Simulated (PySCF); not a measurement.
An unknown is described by computed data only.

Formula: C3H6O3.

* Rotational structure: rotational constants A, B, C: 7.828, 2.397, 2.027 GHz [PBE0-D3(BJ)/def2-SVP]
* Triplet: lowest triplet excitation (Tamm–Dancoff): 5.38 eV [TDA wB97X-D/def2-SVPD]
* NMR, other nuclei: isotropic shieldings of nuclei other than C and H, by class: -97 (1 O), 127 (1 O), 315 (1 O) ppm [GIAO B3LYP/pcSseg-2]
* Dipole: 2.07 D [wB97X-D/def2-SVPD]
* 13C NMR: chemical shifts (computed TMS as zero) by class: 180.5 (1 C), 71.1 (1 C), 60.8 (1 C) ppm [GIAO B3LYP/pcSseg-2]
* UV, first state: lowest singlet excitation: 5.86 eV (211 nm, f = 0.001) [TDDFT wB97X-D/def2-SVPD]
* XPS: C1s 292.3, C1s 292.9, C1s 295.0, O1s 538.2, O1s 538.9, O1s 540.3 eV [ΔSCF SCAN, pcX-2 on the ionised atom, pcseg-1 elsewhere, spin-free X2C]
* Couplings: largest of the computed one-bond spin–spin couplings (means over like bonds): 13C–1H +146.9 (×3), 13C–1H +146.7 (×2), 17O–1H -76.1, 13C–13C +63.0, 17O–13C +35.1, 17O–13C +31.2, 17O–13C +23.1, 17O–13C +22.9 Hz [B3LYP/pcJ-1, spin–dipole term left out]
* Polarisability: 49.5 au [wB97X-D/def2-SVPD]
* 1H NMR: chemical shifts (computed TMS as zero) by class: 5.69 (1 H), 4.05 (2 H), 3.51 (3 H) ppm [GIAO B3LYP/pcSseg-2]

Electronic properties: PySCF, gas phase, density fitting. Levels stand in brackets. Isolated species at its PBE0-D3(BJ)/def2-SVP geometry (one conformer only). Each NMR value is the plain mean over a class of atoms that symmetry, rotation or inversion makes alike.

Q: Propose a structure and show how it fits.

A: Numbering: `[CH3:1][O:2][CH2:3][C:4](=[O:5])[OH:6]`. Its formula, C3H6O3, gives 1 degree of unsaturation: 0 rings and 1 π bond in the structure found. 3 carbons fall into 3 classes; from least to most shielded: carboxylic acid carbon [C4] (180.5 ppm), sp3 carbon bound to oxygen [C3] (71.1 ppm), methoxy carbon [C1] (60.8 ppm). Hydrogen classes from least to most shielded: 1 H on an acid hydroxyl oxygen, O6 (5.69 ppm), 2 H on an sp3 carbon bound to oxygen, C3 (4.05 ppm, a mean of values up to 0.7 ppm apart in this geometry), 3 H on a methoxy carbon, C1 (3.51 ppm, a mean of values up to 1.3 ppm apart in this geometry). The other shieldings belong to: -97 ppm, acid carbonyl oxygen [O5]; 127 ppm, acid hydroxyl oxygen [O6]; 315 ppm, ether oxygen [O2]. The couplings run between: +146.9 Hz, methoxy carbon [C1] and its hydrogen (with 2 like pairs); +146.7 Hz, sp3 carbon bound to oxygen [C3] and its hydrogen (with 1 like pair); -76.1 Hz, acid hydroxyl oxygen [O6] and its hydrogen; +63.0 Hz, sp3 carbon bound to oxygen [C3] and carboxylic acid carbon [C4]; +35.1 Hz, acid hydroxyl oxygen [O6] and carboxylic acid carbon [C4]; +31.2 Hz, acid carbonyl oxygen [O5] and carboxylic acid carbon [C4]; +23.1 Hz, ether oxygen [O2] and sp3 carbon bound to oxygen [C3]; +22.9 Hz, ether oxygen [O2] and methoxy carbon [C1]. The core levels belong to: C1s 292.3 eV, methoxy carbon [C1]; C1s 292.9 eV, sp3 carbon bound to oxygen [C3]; C1s 295.0 eV, carboxylic acid carbon [C4]; O1s 538.2 eV, acid carbonyl oxygen [O5]; O1s 538.9 eV, ether oxygen [O2]; O1s 540.3 eV, acid hydroxyl oxygen [O6]. The optimised geometry has point group C1 and is an asymmetric top. Structure: methoxyacetic acid (`COCC(=O)O`). Computed isomers that give other values at the same levels: `COC(=O)OC` (rotational constant A: 10.549 GHz; this holds for the one conformer computed). The assignments are read from this structure; whether some other isomer fits the data as well wasn't checked.

Conformer computed: `[CH3:1][O:2][CH2:3][C:4](=[O:5])[OH:6]`: C1–O2–C3–C4 -75°, O2–C3–C4–O5 4°, H–O6–C4–C3 180°.
